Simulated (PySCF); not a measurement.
## How the functional moves excitation energies

C₂H₄F₂.
Atom-mapped SMILES: `[CH3:1][CH:2]([F:3])[F:4]` (hydrogens: H5, H6, H7 on C1; H8 on C2)

Linear-response calculations in the def2-SVPD basis (PySCF; singlets by full response, triplets Tamm–Dancoff, core orbitals frozen in the response; HF means time-dependent Hartree–Fock). 'Strongest' is the level of largest summed f among the singlets computed (10 roots, of which the last may lack a degenerate partner); it can jump between rows when another state enters that window. S1 is the lowest singlet of each run and needn't be the same state throughout; f(S1) is that of one state. Geometry: PBE0-D3(BJ)/def2-SVP; no solvent, vibrations or thermal averaging.

```csv
functional,kind,S1 (eV),f(S1),strongest (eV),T1 (eV),HOMO (eV),gap (eV),"ionisation energy, ΔSCF (eV)"
BHandHLYP,"global hybrid, 50% exact exchange",9.98,0.019,10.86,9.55,-11.48,12.65,12.84
CAM-B3LYP,range-separated hybrid,9.37,0.016,10.96,9.03,-11.29,12.62,12.59
wB97X-D,range-separated hybrid,9.66,0.018,11.24,9.39,-11.71,14.11,12.47
```

Q: What does LC-wPBE (range-separated hybrid) give?

A: S1 (eV) 9.86, f(S1) 0.021, strongest (eV) 11.52, T1 (eV) 9.40, HOMO (eV) -12.57, gap (eV) 14.98, ionisation energy, ΔSCF (eV) 12.63. S1 runs from 9.37 eV (CAM-B3LYP) to 9.98 eV (BHandHLYP), a spread of 0.61 eV, while the orbital gap spreads over 2.4 eV. −ε(HOMO) comes closest to its own ΔSCF ionisation energy with LC-wPBE (-0.06 eV) and misses most with BHandHLYP (-1.36 eV).
